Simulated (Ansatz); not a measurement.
Reaction (SMILES): C(#N)[CH2] → 2 C atom + 2 H atom + N atom
B3LYP-D3(BJ)/def2-TZVP geometries, fixed; electronic energies without zero-point terms.

The atomisation energy at MP2 with Ansatz (a quantum-chemistry and plane-wave program), in kcal/mol, split into its Hartree-Fock and correlation parts. Cores are frozen. An unrestricted Hartree-Fock determinant is markedly spin-contaminated. Open shells are unrestricted. No added dispersion term, no relativity. Functions are those of the species that has most.

```
basis        X  functions  Hartree-Fock     MP2
-----------  -  ---------  ------------  ------
aug-cc-pVDZ  2         87        348.83  475.64
aug-cc-pVTZ  3        184        357.15  502.28
aug-cc-pVQZ  4        332        358.12  509.93
```

Worked estimate of the basis-set limit from each neighbouring pair, with Hartree-Fock from the larger set and the correlation part extrapolated as X^-3.
Correlation parts: X = 2: 126.81, X = 3: 145.13, X = 4: 151.81.
- (2,3): (27·(145.13) - 8·(126.81))/19 = 152.84; with Hartree-Fock 357.15 the estimate is 509.99 kcal/mol.
- (3,4): (64·(151.81) - 27·(145.13))/37 = 156.68; with Hartree-Fock 358.12 the estimate is 514.80 kcal/mol.
The last two estimates differ by 4.81 kcal/mol; the largest set lies 4.87 from the last. Over the last step Hartree-Fock moves by 0.97 and the correlation part by 6.68.
